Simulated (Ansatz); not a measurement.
## Trigonal Te

Method: RPBE in Ansatz (PAW).

Numerical settings: plane-wave cutoff 520 eV, 12×12×6 k mesh (along the axes of the cell as run), Fermi–Dirac smearing 0.01 eV, scalar-relativistic PAW data made under PBE.

Cell (measured lattice):

```cif
data_Te3
_chemical_formula_sum 'Te3'
_space_group_name_H-M_alt 'P3121'
_space_group_IT_number 152
_space_group_name_Hall 'P 31 2"'
_cell_length_a 4.45110
_cell_length_b 4.45110
_cell_length_c 5.92620
_cell_angle_alpha 90.000
_cell_angle_beta 90.000
_cell_angle_gamma 120.000
loop_
_atom_site_label
_atom_site_type_symbol
_atom_site_symmetry_multiplicity
_atom_site_Wyckoff_symbol
_atom_site_fract_x
_atom_site_fract_y
_atom_site_fract_z
_atom_site_occupancy
Te1 Te 3 a 0.72637 0.72637 0.00000 1
```

```yaml
band_gap: 0.19 eV
smallest_direct_gap_on_the_k_points_sampled: 0.22 eV
direct gap at Γ: 1.95 eV
```

Measured, for comparison: band gap 0.33 eV (temperature not stated, no zero-point or thermal correction, compiled measured gap; kind and temperature not stated; as tabulated in Kothakonda et al. (2022), arXiv:2208.02841).

Note: cell and atoms aren't relaxed at this level (largest force component 0.03 eV/Å, pressure 2.3 GPa).

Spin–orbit coupling is not included; it can close the smallest gap of 0.19 eV.

Ansatz is a quantum-chemistry and plane-wave program.
